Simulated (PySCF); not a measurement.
**Building multiplets from coupling constants**

Numbering as in the mapped SMILES `[F:1][CH2:2][C:3]([F:4])([F:5])[F:6]` (H(Xn): hydrogen on atom n).

Relativity neglected, isolated molecule, one averaged value for each set of equivalent atoms, one conformer. GIAO PBE0/pcSseg-1 shieldings; B3LYP/pcJ-1 coupling constants; GFN2-xTB structure; PySCF 2.14.

δ = σ(ref) − σ, references computed at the same level: $^{1}$H and $^{13}$C against TMS; $^{19}$F against CFCl3.

Spectrometer: 400 MHz for $^{1}$H. First-order analysis; couplings under 1 Hz (under 4 Hz in carbon signals) are ignored, and nearly equal couplings are merged; the smaller ones broaden or split the lines further.

Task: What pattern does H(C2) show ($^{1}$H)?

Result: A doublet of quartets at δ 4.91: 52.1 Hz to F1 (1 × $^{19}$F, 2 bonds away), 7.7 Hz to F4/F5/F6 (3 × $^{19}$F, 3 bonds away). Lines in Hz from the centre (relative intensity): +37.6 (1), +29.9 (3), +22.2 (3), +14.5 (1), -14.5 (1), -22.2 (3), -29.9 (3), -37.6 (1). The outer lines are 75.2 Hz apart, the sum of the couplings kept, or 0.188 ppm at this field.

Task: What pattern does F4/F5/F6 show ($^{19}$F)?

Result: A doublet of triplets at δ -93.2: 22.5 Hz to F1 (1 × $^{19}$F, 3 bonds away), 7.7 Hz to H(C2) (2 × $^{1}$H, 3 bonds away). Lines in Hz from the centre (relative intensity): +18.9 (1), +11.2 (2), +3.5 (1), -3.5 (1), -11.2 (2), -18.9 (1). The outer lines are 37.9 Hz apart, the sum of the couplings kept, or 0.101 ppm at this field.

Task: What pattern does C2 show in the proton-coupled $^{13}$C spectrum?

Result: A doublet of triplets of quartets at δ 83.9: 246.9 Hz to F1 (1 × $^{19}$F, 1 bond away), 160.3 Hz to H(C2) (2 × $^{1}$H, 1 bond away), 38.5 Hz to F4/F5/F6 (3 × $^{19}$F, 2 bonds away). Lines in Hz from the centre (relative intensity): +341.5 (1), +303.0 (3), +264.5 (3), +226.0 (1), +181.2 (2), +142.7 (6), +104.2 (6), +94.6 (1), +65.7 (2), +56.1 (3), +20.9 (1), +17.6 (3), -17.6 (3), -20.9 (1), -56.1 (3), -65.7 (2), -94.6 (1), -104.2 (6), -142.7 (6), -181.2 (2), -226.0 (1), -264.5 (3), -303.0 (3), -341.5 (1). The outer lines are 683.0 Hz apart, the sum of the couplings kept, or 6.791 ppm at this field.

Task: What pattern does F1 show ($^{19}$F)?

Result: A triplet of quartets at δ -269.6: 52.1 Hz to H(C2) (2 × $^{1}$H, 2 bonds away), 22.5 Hz to F4/F5/F6 (3 × $^{19}$F, 3 bonds away). Lines in Hz from the centre (relative intensity): +85.8 (1), +63.4 (3), +40.9 (3), +33.8 (2), +18.4 (1), +11.2 (6), -11.2 (6), -18.4 (1), -33.8 (2), -40.9 (3), -63.4 (3), -85.8 (1). The outer lines are 171.7 Hz apart, the sum of the couplings kept, or 0.456 ppm at this field.
